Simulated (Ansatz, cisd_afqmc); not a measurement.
System: HO₂, charge 0, doublet. HO2 (SMILES O[O], doublet).
B3LYP-D3(BJ)/def2-TZVP minimum from Ansatz (an electronic-structure program):
```
O
H 1 0.9780
O 1 1.3260 2 105.56
```
Charge 0, spin multiplicity 2.

Total energies in cc-pVTZ, 13 correlated electrons, 2 frozen orbitals. Radicals and triplets start from unrestricted determinants; spin-orbit coupling is neglected. Cores are frozen in correlated methods. No relativity. The Monte Carlo rows (phaseless AFQMC, CISD trial, step 0.005/hartree) carry one-sigma bars that omit the constraint's bias. Outlying blocks are dropped, and bars are widened where a walk drifts. Over all cases where full CI ran beside it in this data, AFQMC minus full CI had a median of +0.1 mEh and passed +0.4 mEh in a tenth of the cases.

| method | program | energy (Eh) | minus CCSDT(Q) (mEh) |
|---|---|---|---|
| HF | Ansatz | -150.23645 | 477.86 |
| MP2 | Ansatz | -150.67948 | 34.83 |
| CCSD | Ansatz | -150.69550 | 18.80 |
| CCSD(T) | Ansatz | -150.71256 | 1.75 |
| CCSDT(Q) | Ansatz | -150.71431 | 0.00 |
| AFQMC/CISD | cisd_afqmc | -150.7130 ± 0.0004 | 1.3 ± 0.4 |

Rough core times of Ansatz's runs on a shared machine: CCSD(T) under 20 s, CCSDT(Q) 8 min.
